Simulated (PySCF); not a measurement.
Ionisation energy of Ar by level of theory

Ar [Ar] (1S) → Ar⁺ [Ne] 3s2 3p5 (2P), as a difference of total energies. Computed with PySCF 2.14 in an even-tempered Gaussian basis (21 s from 0.01 bohr⁻², ratio 2.5; 15 p from 0.013 bohr⁻², ratio 2.5; 6 d from 0.91 bohr⁻², ratio 2.7; 5 f from 1.4 bohr⁻², ratio 2.7), with the non-relativistic Hamiltonian (point nucleus). Correlated levels: outer shells: 1s2 frozen; virtual orbitals above 40 to 60 times the deepest correlated orbital energy dropped. The calculations carry no spin-orbit coupling.

```
                method  ionisation energy (eV)  plus first-order spin-orbit estimate  error of that sum (eV)
                   UHF                  14.592                                14.536                  -1.224
                   LDA                  16.004                                15.949                  +0.189
                   PBE                  15.722                                15.667                  -0.093
                  PBE0                  15.734                                15.678                  -0.082
                r2SCAN                  15.786                                15.731                  -0.029
                   M06                  15.766                                15.711                  -0.049
                PBEsol                  15.733                                15.678                  -0.082
    MP2 (outer shells)                  15.377                                15.322                  -0.438
SCS-MP2 (outer shells)                  15.297                                15.241                  -0.519
```

Reference: 15.760 eV (measured; NIST Atomic Spectra Database, ionization energies).

A first-order spin-orbit estimate (lowest level to lowest level, LS coupling) adds -0.055 eV.
